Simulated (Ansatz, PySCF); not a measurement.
Molecule: Cl2, charge 0, multiplicity 1. SMILES: ClCl
Geometry: optimised at B3LYP-D3(BJ)/def2-TZVP (Ansatz, an electronic-structure program).

PBE beside other levels, property by property. Cores are frozen in the correlated levels unless marked. UHF or UKS for open shells. Spin-orbit coupling is left out. Non-relativistic. CBS marks a two-point X^-3 extrapolation of the correlation energy; Hartree-Fock from the larger set (for Q and 5 zeta extrapolated as (X+1)exp(-9√X)). Rows marked 298 K are enthalpies with B3LYP-D3(BJ) harmonic zero-point and thermal terms from PySCF. Atomisation energies are electronic, to ground-state atoms; the column to compare with has the core term from cc-pwCVTZ added, other frozen-core levels have none. Vertical energies are electronic, to the SCF solution reached for that spin. Anions need diffuse functions, of which def2-TZVPD holds fewer than the aug- sets. The coupled-cluster column (Ansatz) is a level with limits of its own: (a) CCSD(T)/CBS(aug-cc-pV(T+d)Z,aug-cc-pV(Q+d)Z); (b) CCSD(T)/CBS(cc-pV(Q+d)Z,cc-pV(5+d)Z).

```
property                                                                  PBE0/def2-TZVPD (Ansatz)  CAM-B3LYP/def2-TZVPD (Ansatz)  CCSD(T)/aug-cc-pV(T+d)Z (Ansatz)  coupled cluster
------------------------------------------------------------------------  ------------------------  -----------------------------  --------------------------------  ---------------
vertical electron affinity to the doublet (eV)                                                1.06                           1.08                              0.81         0.96 (a)
Cl-Cl bond dissociation enthalpy, 298 K, to Cl atom + Cl atom (kcal/mol)                      59.4                           54.3                              54.7         59.5 (b)
atomisation energy (kcal/mol)                                                                 59.4                           54.3                              54.7         59.8 (b)
```

Q: What does PBE/def2-TZVPD (Ansatz) give for each property, and on which side of coupled cluster does it fall?

A: 
- vertical electron affinity to the doublet: PBE lies 0.10 eV above coupled cluster; PBE gives 1.06 eV.
- Cl-Cl bond dissociation enthalpy, 298 K, to Cl atom + Cl atom: PBE lies 6.1 kcal/mol above coupled cluster; PBE gives 65.6 kcal/mol.
- atomisation energy: PBE lies 5.8 kcal/mol above coupled cluster; PBE gives 65.6 kcal/mol.
